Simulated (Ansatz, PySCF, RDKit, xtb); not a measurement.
**Which structure has the formula N2O?**

Task: start from the formula N2O, draw up candidate structures, narrow them down in stages, and characterise the one that lies lowest at 298.15 K.

Plan: many cheap relaxations first (GFN2-xTB), then density-functional screening, relaxation at B3LYP-D4/def2-TZVP, vibrations and a final energy. The numbers are computed, not measured.

4 further runs of the same task are left out: 4 set aside as unsound or not needed.

### 1 Candidates

A program enumerates the bonding patterns with one Lewis structure each (two rings at most, one unusual centre or charged pair), with their diastereomers. O–O, O–halogen and N–halogen bonds and N–N–N chains are not drawn. That gives 2 candidates.

```csv
label,SMILES,spin
c778,N#[N+][O-],singlet
c952,N1=NO1,singlet
```

Candidates are built by distance geometry, with a force field where one applies, in up to four conformers (letters a to d). 2 starts with atoms placed at random are added, to find patterns that the rules miss.

**Question.** With final energies at CCSD(T)/def2-TZVPP, which structure will this search put lowest in free energy, and by what margin?

| quantity | value |
| --- | --- |
| lowest structure found | N#[N+][O-], singlet, C∞v |
| next finalist | N1=NO1, singlet, 61.5 kcal/mol higher in G |
| share at equilibrium, among the finalists | 100.0 % |
| harmonic wavenumbers, lowest and highest (B3LYP-D4/def2-TZVP) | 620 and 2346 cm⁻¹ |
| rotational constants, same geometry | 0.4242 cm⁻¹ |
| dipole moment (PBE0/def2-TZVPD) | 0.08 D |
| HOMO energy (PBE0/def2-TZVPD) | -9.84 eV |
| LUMO energy (PBE0/def2-TZVPD) | -0.34 eV |
| HOMO–LUMO gap (PBE0/def2-TZVPD) | 9.50 eV |
| lowest excitation (TD-B3LYP/def2-SVPD) | 6.74 eV (f = 0.000) |
| lowest triplet excitation, same level, Tamm-Dancoff | 5.60 eV |
| vertical ionisation energy | 12.83 eV |
| vertical electron affinity | -1.64 eV (unbound: the value depends on the basis) |
| vertical triplet less singlet | +5.78 eV |

`N#[N+][O-]` comes out lowest. The margin of 61.5 kcal/mol over the next finalist is beyond the usual error of the last level; it says nothing of structures that weren't ranked. r2SCAN-D4/def2-SVP, B3LYP-D4/def2-TZVP, HF/def2-TZVPP and MP2/def2-TZVPP already put its bonding pattern lowest among the structures in one piece. A large T1 diagnostic among the finalists warns that one reference determinant may not suffice. It concerns: the finalist N1=NO1 (singlet). A measured dipole moment is 0.167 D (quoted in “A Combined Experimental/Quantum-Chemical Study of Tetrel, Pnictogen, and Chalcogen Bonds of Linear Triatomic Molecules”, 2021, pmc:8623034). The calculated dipole moment of 0.08 D is off by -0.09 D. Measured bands beside the harmonic value that lies nearest after scaling by 0.96 (printed unscaled): 588.768 cm⁻¹ (“Wavelength modulation laser spectroscopy of N2O at 17 \mum”, 2024, arxiv:2410.22328), calculated 620 cm⁻¹; 1297.4 cm⁻¹ (molecule matrix; “Solid and Gaseous Methane in IRAS 23385+6053 as seen with Open JWST Data”, 2024, arxiv:2412.17028), calculated 1331 cm⁻¹; 2233 cm⁻¹ (13 K; molecule matrix; “Radiolysis of ammonia-containing ices by energetic, heavy and highly charged ions inside dense astrophysical environments”, 2009, arxiv:0910.3595), calculated 2346 cm⁻¹. The calculated values lie +2.6 to +5.3 % away; anharmonicity is left out, and bands are matched by nearness alone, so a match can be wrong and a large miss can look smaller than it is. Of 4 measured bands 3 are shown: one to each calculated mode, the highest modes. Lowest found is not proven lowest: the search is finite, and each finalist counts with one conformer.
